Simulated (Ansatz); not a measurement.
Ansatz (a quantum-chemistry and plane-wave program) input (revPBE/def2-TZVPD):

Ansatz 0.2 input:
```yaml
crystal:
  periodic: [false, false, false]
  atoms:
    - {symbol: C, position_ang: [-1.07418128, -0.21162505, -0.02193321]}
    - {symbol: O, position_ang: [-0.80426615, -1.25850516, -0.41995211]}
    - {symbol: O, position_ang: [0.06884204, 0.79292447, 0.19070633]}
    - {symbol: H, position_ang: [-1.99935379, 0.30549760, 0.23784596]}
    - {symbol: C, position_ang: [1.50958716, 0.37523867, 0.11783599]}
    - {symbol: H, position_ang: [2.04525726, 1.24843873, -0.23885472]}
    - {symbol: H, position_ang: [1.81242425, 0.05625082, 1.10994200]}
    - {symbol: H, position_ang: [1.53355499, -0.43558812, -0.60121075]}
    - {symbol: H, position_ang: [-0.12092511, 1.56836467, 0.75082691]}
basis:
  gaussian:
    orbitals: def2-TZVPD
hamiltonian:
  xc: {name: revPBE}
total_charge: 1
output: {forces: true}
```

Output:

```
Functional definition: revPBE
integrals: 0.09 GiB planned
971 factors; their error is unknown
mean field: 0.83 GiB planned
mean field evaluation 1: about -6226.4177 eV, gradient 9.4e1 eV
mean field evaluation 2: about -6181.6814 eV, gradient 1.7e2 eV
mean field evaluation 4: about -6240.4820 eV, gradient 2.5e1 eV
mean field evaluation 8: about -6241.5426 eV, gradient 1.2e-1 eV
mean field evaluation 16: about -6241.5083 eV, gradient 6.9e-3 eV
mean field -6241.50827709 eV, -229.3711985368 hartree, gradient 4.9e-6 eV, S^2 0.000000; 0 other end points of the search recorded, 0 dependent functions left out
the calculation of the forces begins
reference -6241.50833060 eV, -229.3712005032 hartree; 16, 16 occupied and 183, 183 virtual orbitals, 971 factors
Total energy: -6241.50833060 eV, -229.3712005032 hartree
Atom 0 at    -1.074181    -0.211625    -0.021933 Å, force    -0.386891     0.874807     0.391631 eV/Å
Atom 1 at    -0.804266    -1.258505    -0.419952 Å, force     0.261022    -1.441732    -0.550888 eV/Å
Atom 2 at     0.068842     0.792924     0.190706 Å, force     0.171361     0.105793    -0.172215 eV/Å
Atom 3 at    -1.999354     0.305498     0.237846 Å, force    -0.275324     0.172002     0.075790 eV/Å
Atom 4 at     1.509587     0.375239     0.117836 Å, force    -0.048750     0.050969     0.046771 eV/Å
Atom 5 at     2.045257     1.248439    -0.238855 Å, force     0.179047     0.256451    -0.107895 eV/Å
Atom 6 at     1.812424     0.056251     1.109942 Å, force     0.121932    -0.098349     0.295284 eV/Å
Atom 7 at     1.533555    -0.435588    -0.601211 Å, force     0.036134    -0.233936    -0.214134 eV/Å
Atom 8 at    -0.120925     1.568365     0.750827 Å, force    -0.058531     0.313995     0.235657 eV/Å
Dipole moment:     0.034383     0.749432     0.382436 e Å
```

It need not be the lowest isomer of its formula.
